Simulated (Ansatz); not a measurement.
Reaction: C2H6S (ethanethiol, SMILES CCS) → C2H5S (SMILES C[CH]S, doublet) + H (doublet) (the C-H bond breaks)
Each species at its own B3LYP-D3(BJ)/def2-TZVP minimum (Ansatz, a quantum-chemistry and plane-wave program), one conformer.

Property: bond dissociation energy (electronic), in kcal/mol. UHF or UKS for unpaired electrons; spin-orbit terms are left out. CBS(X,Y): correlation extrapolated as X^-3, Hartree-Fock from the larger set. A bracket is a step between two methods taken in the basis named. Functionals run without relativity, which enters their misses. 'core' is core correlation in cc-pwCVTZ (1s frozen past Ne), 'X2C' scalar relativity in cc-pVTZ-DK, both at CCSD(T). Where a partner has so few electrons that a lower coupled-cluster level is exact, that level stands in.

CCSD(T)/CBS(cc-pV(T+d)Z,cc-pV(Q+d)Z) + [CCSDT(Q) - CCSD(T)]/cc-pV(D+d)Z + core + X2C (Ansatz) gives 101.2 kcal/mol.

Question: How far off this value is PBE/def2-TZVPD (Ansatz), in which direction, and which of these levels come nearer: r2SCAN/def2-TZVPD, PBE0/def2-TZVPD, wB97M-V/def2-TZVPD, CCSD(T)/CBS(cc-pV(T+d)Z,cc-pV(Q+d)Z) + core + X2C?

Answer: PBE gives 94.8 kcal/mol, 6.4 kcal/mol below it. Differences of the others: r2SCAN/def2-TZVPD (Ansatz) -6.8; PBE0/def2-TZVPD (Ansatz) -5.4; wB97M-V/def2-TZVPD (Ansatz) -1.0; CCSD(T)/CBS(cc-pV(T+d)Z,cc-pV(Q+d)Z) + core + X2C (Ansatz) 0.1 kcal/mol. Nearer than PBE: PBE0/def2-TZVPD, wB97M-V/def2-TZVPD, CCSD(T)/CBS(cc-pV(T+d)Z,cc-pV(Q+d)Z) + core + X2C.
